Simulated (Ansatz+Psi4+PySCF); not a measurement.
A calculation with Psi4 1.11.

```
molecule {
0 2
N 0.000000 0.000000 0.000000
C 0.000000 1.315000 0.000000
C 0.000000 -1.175000 0.000000
}

set basis cc-pVTZ
set reference uhf
set scf_type pk
set mp2_type conv
set cc_type conv
set num_frozen_docc 3
energy('mp2')
```

The input is written out from the run's settings.

Results

```
Converged                                                          : yes
Reference energy                                                   : -130.06355 hartree
Correlation energy                                                 : -0.40272 hartree
Total energy                                                       : -130.46626 hartree
Spin squared of the determinant                                    : 0.836
Occupied orbitals by symmetry in an Abelian subgroup (alpha; beta) : 7 A1 2 B1 1 B2; 7 A1 1 B1 1 B2
```
